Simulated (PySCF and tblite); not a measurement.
(E)-crotonaldehyde, C₄H₆O, numbered as in [CH3:1]/[CH:2]=[CH:3]/[CH:4]=[O:5].

Conformers came from 60 starts (ETKDG and KDG, MMFF94s, GFN2-xTB); geometries are GFN2-xTB. Energies: PBE0-D3(BJ)/pcSseg-1 (IEF-PCM, chloroform), with GFN2-xTB thermal terms (modes under about 100 cm⁻¹ blended into free rotors). Symmetry numbers and mirror images are counted. Conformers within 3 kcal/mol (GFN2-xTB free energy) were kept, 10 at most. GIAO shieldings: PBE0/pcSseg-1 (IEF-PCM, chloroform). Shifts are against TMS (¹H), TMS (¹³C) at the same level. Programs: PySCF with density fitting and tblite.

Torsions listed: C2–C3–C4–O5.

```tsv
conformer	shape	weight %	dipole D
1	180°	94.1	5.03
2	0°	5.9	3.93
```

**Question.** How do the computed shifts compare with measured ones?

**Answer.** 
| nucleus | signal | leading conformer | average | measured | medium |
| --- | --- | --- | --- | --- | --- |
| ¹H | H1 | 2.32 | 2.31 | 2.03 | CDCl3 |
| ¹H | H2 | 7.26 | 7.28 | 6.87 | CDCl3 |
| ¹H | H3 | 6.36 | 6.37 | 6.15 | CDCl3 |
| ¹H | H4 | 9.66 | 9.66 | 9.5 | CDCl3 |
| ¹³C | C1 | 24.2 | 24.1 | 18.7 | CDCl3 |
| ¹³C | C2 | 169.5 | 169.0 | 153.9 | CDCl3 |
| ¹³C | C3 | 141.2 | 140.8 | 134.7 | CDCl3 |
| ¹³C | C4 | 200.8 | 200.6 | 193.9 | CDCl3 |

Measured values: Stadelmann, Balmer, Riniker, Ebert, PCCP 2022. Mean difference for ¹H: 0.27 ppm, scatter 0.09 ppm. Mean difference for ¹³C: 8.33 ppm, scatter 3.94 ppm. The computed shifts are unscaled and lack vibrational corrections.
